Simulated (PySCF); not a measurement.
**One shape, several levels: CH4OSi (SMILES CO[SiH])**

Wanted: a comparison of 6 runs (HF/3-21G, B3LYP/6-31G*, PBE0/def2-SVP, B2PLYP/6-311+G**, MP2/6-31+G*) of CH4OSi. The job is set up through a Python script.

The calculation is run with PySCF 2.14.0.

**1. Starting point**

CH4OSi: 7 atoms, total charge 0, spin state singlet. As SMILES, `CO[SiH]`. The coordinates come from a PBE0-D4/def2-TZVP relaxation. This is one conformer, not always the lowest.

Bond lengths: C1–O2 1.410 Å, O2–Si3 1.639 Å, C1–H4 1.092 Å, C1–H5 1.095 Å, C1–H6 1.092 Å, Si3–H7 1.552 Å. Angles: C1–O2–Si3 130.6°, O2–C1–H4 109.2°, O2–C1–H5 110.9°, O2–C1–H6 109.2°, O2–Si3–H7 97.1°, H4–C1–H5 109.5°, H4–C1–H6 108.5°, H5–C1–H6 109.5°.

**2. Energy and forces at HF/3-21G (run 1)**

Input file calc.py:

```python
# CO[SiH]
import pyscf.grad
from pyscf import gto, scf

mol = gto.M(
    atom=[
    ('C', (-0.512400, 0.485500, -0.338500)),
    ('O', (-0.443200, -0.446500, 0.717600)),
    ('Si', (0.796900, -1.387300, 1.229900)),
    ('H', (-1.296400, 0.180800, -1.035500)),
    ('H', (0.443800, 0.547500, -0.868700)),
    ('H', (-0.769300, 1.467500, 0.065400)),
    ('H', (1.841700, -0.915600, 0.184100)),
],
    basis='3-21g',
    charge=0,
    max_memory=1860,
    verbose=4,
)

hf = scf.RHF(mol)
hf.conv_tol = 1e-10
hf.kernel()
if not hf.converged:
    hf = hf.newton().run(hf.mo_coeff, hf.mo_occ)

energy = hf.e_tot
print('E = %.10f Eh' % energy)
grad = hf.Gradients().kernel()
hf.analyze()
```

Started as:

```bash
$ OMP_NUM_THREADS=1 python calc.py
```

Standard output:

```text
PySCF version 2.14.0

[... 81 lines left out ...]
Two-electron Coulomb Energy =          288.291475814340686
[... 9 lines left out ...]
MO #7   energy= -4.21634125663773  occ= 2
[... 7 lines left out ...]
MO #15  energy= -0.456917007250908 occ= 2
[... 7 lines left out ...]
MO #23  energy= 0.398229293540603  occ= 0
[... 7 lines left out ...]
MO #31  energy= 1.28127308425344   occ= 0
[... 7 lines left out ...]
MO #39  energy= 3.29843638038461   occ= 0
[... 49 lines left out ...]
Dipole moment(X, Y, Z, Debye):  0.24351,  1.26916, -1.59812
```

Run time: 1.4 s. Hardware: 1 thread of Intel Xeon at 2.70GHz, shared host; peak memory 0.12 GiB.

**3. Energy and gradient at B3LYP/6-31G(d) (spherical functions) (run 2)**

Input file geometry.xyz:

```xyz
7
CH4OSi
C     -0.512400     0.485500    -0.338500
O     -0.443200    -0.446500     0.717600
Si     0.796900    -1.387300     1.229900
H     -1.296400     0.180800    -1.035500
H      0.443800     0.547500    -0.868700
H     -0.769300     1.467500     0.065400
H      1.841700    -0.915600     0.184100
```

Input file job.py:

```python
# CO[SiH]
import pyscf.grad
from pyscf import gto, dft

mol = gto.M(
    atom='geometry.xyz',
    basis='6-31g*',
    verbose=4,
    max_memory=1860,
    charge=0,
)

mf = dft.RKS(mol, xc='b3lyp')
mf.grids.level = 5
mf.conv_tol = 1e-10
mf.kernel()
if not mf.converged:
    mf = mf.newton().run(mf.mo_coeff, mf.mo_occ)

etot = mf.e_tot
print(f'total energy: {etot:.8f} hartree')
grad = mf.Gradients().kernel()
dip = mf.dip_moment()
pop, q = mf.mulliken_pop()
```

Started as:

```bash
$ OMP_NUM_THREADS=1 python job.py
```

Standard output:

```text
PySCF version 2.14.0

[... 75 lines left out ...]
converged SCF energy = -405.199450622082
total energy: -405.19945062 hartree
[... 14 lines left out ...]
Dipole moment(X, Y, Z, Debye): -0.07341,  1.24139, -1.41532
[... 62 lines left out ...]
charge of    6H =     -0.16720
```

Run time: 14 s. Hardware: 1 thread of Intel Xeon at 2.70GHz, shared host; peak memory 0.55 GiB.

Runs 3 to 4 aren't shown in full; the table further down has their settings and results.

**4. A single-point energy at B2PLYP/6-311+G(d,p) (run 5)**

Input file calc.py:

```python
from pyscf import gto, dft, mp

molecule = gto.Mole()
molecule.atom = '''
C     -0.968296     0.917462    -0.639672
O     -0.837527    -0.843763     1.356067
Si     1.505923    -2.621617     2.324174
H     -2.449841     0.341662    -1.956811
H      0.838660     1.034625    -1.641605
H     -1.453766     2.773173     0.123588
H      3.480309    -1.730233     0.347899
'''
molecule.spin = 0
molecule.verbose = 4
molecule.unit = 'bohr'
molecule.basis = '6-311+g**'
molecule.max_memory = 1860
molecule.build()

myscf = dft.RKS(molecule)
myscf.xc = '0.53*HF + 0.47*B88, 0.73*LYP'
myscf.conv_tol = 1e-10
myscf.grids.level = 5
myscf.kernel()
if not myscf.converged:
    myscf = myscf.newton().run(myscf.mo_coeff, myscf.mo_occ)

pt = mp.MP2(myscf, frozen=7).run()
e_final = myscf.e_tot + 0.27 * pt.e_corr
print('PT2 part  %.8f' % (0.27 * pt.e_corr))
print('Final energy', e_final)
dip = myscf.dip_moment()
pop, q = myscf.mulliken_pop()
```

Started as:

```bash
$ OMP_NUM_THREADS=1 python calc.py
```

Standard output:

```text
PySCF version 2.14.0

[... 77 lines left out ...]
converged SCF energy = -404.861421999762
[... 9 lines left out ...]
Final energy -405.0072695037884
Dipole moment(X, Y, Z, Debye):  0.19788,  1.07692, -1.35174
[... 106 lines left out ...]
charge of    6H =     -0.24563
```

Wall time 18 s (1 thread of Intel Xeon at 2.70GHz, shared host); peak memory 0.49 GiB.

**5. Energy and gradient at MP2/6-31+G(d) (spherical functions) (run 6)**

Input file calc.py:

```python
from pyscf import gto, scf, mp

mol = gto.M(
    atom='''
C     -0.512400     0.485500    -0.338500
O     -0.443200    -0.446500     0.717600
Si     0.796900    -1.387300     1.229900
H     -1.296400     0.180800    -1.035500
H      0.443800     0.547500    -0.868700
H     -0.769300     1.467500     0.065400
H      1.841700    -0.915600     0.184100
''',
    verbose=4,
    spin=0,
    charge=0,
    basis='6-31+g*',
    max_memory=1860,
)

mf = scf.RHF(mol)
mf.conv_tol = 1e-10
mf.kernel()
if not mf.converged:
    mf = mf.newton().run(mf.mo_coeff, mf.mo_occ)

pt = mp.MP2(mf, frozen=7).run()
e_tot = pt.e_tot
print('E = %.10f Eh' % e_tot)
grad = pt.nuc_grad_method().kernel()
dip = mf.dip_moment()
pop, q = mf.mulliken_pop()
```

Started as:

```bash
$ OMP_NUM_THREADS=1 python calc.py
```

Standard output:

```text
PySCF version 2.14.0

[... 61 lines left out ...]
converged SCF energy = -403.949971142243
[... 19 lines left out ...]
Dipole moment(X, Y, Z, Debye):  0.24738,  1.15748, -1.46953
[... 74 lines left out ...]
charge of    6H =     -0.23315
```

Wall time 6.6 s (1 thread of Intel Xeon at 2.70GHz, shared host); peak memory 0.32 GiB.

**6. All runs side by side**

| run | level | integration grid | Cartesian functions | energy (Eh) | dipole moment (D) of the reference | HOMO energy (eV) | LUMO energy (eV) | wall time |
| --- | --- | --- | --- | --- | --- | --- | --- | --- |
| 1 | HF/3-21G | – | no | -401.809101 | 2.06 | -8.89 | 1.36 | 1.4 s |
| 2 | B3LYP/6-31G* (spherical functions) | 5 | no | -405.199451 | 1.88 | -6.21 | -1.96 | 14 s |
| 3 | B3LYP/6-31G* (Cartesian functions) | 5 | yes | -405.203000 | 1.88 | -6.21 | -1.96 | 15 s |
| 4 | PBE0/def2-SVP | 5 | no | -404.762448 | 1.86 | -6.44 | -1.82 | 14 s |
| 5 | B2PLYP/6-311+G** | 5 | no | -405.007270 | 1.74 | -7.49 | -0.92 | 18 s |
| 6 | MP2/6-31+G* (spherical functions) | – | no | -404.332350 | 1.89 | -9.00 | 0.76 | 6.6 s |

**7. Outcome**

| quantity | value |
| --- | --- |
| run 6: total energy | -404.33235 Eh |
| run 6: dipole moment (Hartree–Fock density) | 1.89 D |
| run 6: HOMO energy (Hartree–Fock orbitals) | -9.00 eV |
| run 6: LUMO energy (Hartree–Fock orbitals) | 0.76 eV |
| run 6: HOMO–LUMO gap (Hartree–Fock orbitals) | 9.76 eV |
| run 6: correlation energy (7 core orbitals frozen) | -382.4 mEh |
| run 6: largest force on an atom | 1.080 eV/Å |

In words: Over runs 1, 2, 3, 4, 5 the dipole moment (its size) runs from 1.74 D (B2PLYP/6-311+G**) to 2.06 D (HF/3-21G). The two ends differ in method and basis. A double hybrid's value is that of its SCF part. Over runs 1, 2, 3, 4, 5 the HOMO–LUMO gap runs from 4.25 eV (B3LYP/6-31G*) to 10.24 eV (HF/3-21G). Totals of different functionals can't be ranked against each other. All runs together took 70 s, the longest 18 s.
